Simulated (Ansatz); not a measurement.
# AlNH+ (triplet): from Hartree-Fock to the top rungs, def2-QZVPP

One table from this session's results is given with a row withheld; the runs are named, their logs left out.

Computed with Ansatz 0.2.0, Gaussian basis. Level: def2-QZVPP, core rule «outside noble gas», up to 6 orbitals frozen.

To be run: UHF; ROHF; CCSD(T) on UHF.

## The geometry

The geometry is a PBE0/def2-TZVP stationary point (not a proven minimum) of the parent state, kept for this charge and spin.

3 atoms, charge 1, spin multiplicity 3.

Atoms are counted from 1 here; the program's logs count them from 0.

Bond lengths: Al1–N2 1.909 Å, N2–H3 1.029 Å. Angles: Al1–N2–H3 108.4°.

The first run:

Input file in.yaml:

```yaml
crystal:
  periodic: [false, false, false]
  atoms:
    - {symbol: Al, position_ang: [0.000000, -0.031887, 0.689947]}
    - {symbol: N, position_ang: [0.000000, 0.120874, -1.212902]}
    - {symbol: H, position_ang: [0.000000, -0.826124, -1.614269]}
basis:
  gaussian: {orbitals: "def2-QZVPP.json"}
total_charge: 1
magnetization: {spin_polarized: true, initial_magnetization: 2}
hamiltonian: {xc: hf}
output: {orbitals: {seedname: orbitals}}
```

Launch:

```sh
$ ansatz run in.yaml --threads 1 --pin off --events-out ev --progress --plain --max-ram 2393MiB
```

Among the steps run: UHF; ROHF; CCSD(T) on UHF.

One table of the session follows, with a row left open; its other results are not shown here.

It belongs to the step «Misses and costs». 

| method | from UCCSD(T) (meV) |
| --- | --- |
| ROHF | ? |
| UHF | +6407.6 |
| UMP2 | +973.5 |
| UCCSD | +244.9 |
| UCCSD(T) | 0 |

Estimate the missing values for ROHF.

The run gave: from UCCSD(T) (meV): +6881.2. In the column «from UCCSD(T) (meV)» it is the highest.
